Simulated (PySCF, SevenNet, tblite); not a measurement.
# Ladder of methods for the cohesive energy of 3C-SiC

Reference value: 6.48 eV/atom (measured, static lattice: zero-point vibration energy added; as tabulated in Mejia-Rodriguez and Trickey (2018), arXiv:1807.09216).

Q: What do GFN2-xTB, SevenNet-0, PBE, Hartree–Fock, MP2 give, and how far is each from the reference?

A: 
| level (code) | value (eV/atom) | cell (Å³/atom) | error (eV/atom) |
|---|---|---|---|
| GFN2-xTB (tblite) | 6.73 | 10.46 | +0.25 |
| SevenNet-0 | 5.84 | 10.49 | -0.64 |
| PBE (PySCF) | 6.37 ± 0.07 | 10.54 | -0.11 |
| Hartree–Fock (PySCF) | 4.62 ± 0.1 | 10.39 | -1.86 |
| MP2 (PySCF) | 7.02 ± 0.1 | 10.27 | +0.54 |

Leaving aside GFN2-xTB (doubt noted below), SevenNet-0 (doubt noted below): Closest of the ranked levels: PBE (-0.11 eV/atom). Farthest off among them: Hartree–Fock (-1.86 eV/atom). Of the ranked levels only PBE lands within 0.5 eV/atom.

A ± on a computed value is a rough bar: the spread of its extrapolation, a floor set from checks against published values, or a statistical error. GFN2-xTB: the free atoms are run in the same model without spin. GFN2-xTB: the method was fitted mainly to molecules. GFN2-xTB: the run uses a supercell at the zone centre in place of a k mesh. SevenNet-0: free atoms can lie outside what these potentials were trained on. Each level is taken at its own relaxed cell.

Machine-learned potentials (SevenNet-0) are trained on DFT data: a solid inside that data is no test of them.

Differences are worked out from the printed values.
